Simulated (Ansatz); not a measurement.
System: methanethiol, CH$_{4}$S, charge 0, multiplicity 1. SMILES: CS
Geometry: optimised at B3LYP-D3(BJ)/def2-TZVP (Ansatz, a first-principles code).

Parts of the frozen-core correlation energy in STO-3G (Ansatz, hartree). Frozen orbitals: 6; correlated occupied orbitals by spin: 7 and 7; virtual: 5 and 5. Spin-orbit coupling is left out. No relativistic terms.

```
term                            value
-------------------------  ----------
reference (HF)             -432.89515
MP2 opposite-spin            -0.07391
MP2 same-spin                -0.00575
CCSD correlation             -0.10923
(T)                          -0.00042
FCI minus CCSD(T)            -0.00021
T1 diagnostic                   0.004
largest doubles amplitude       0.065
```
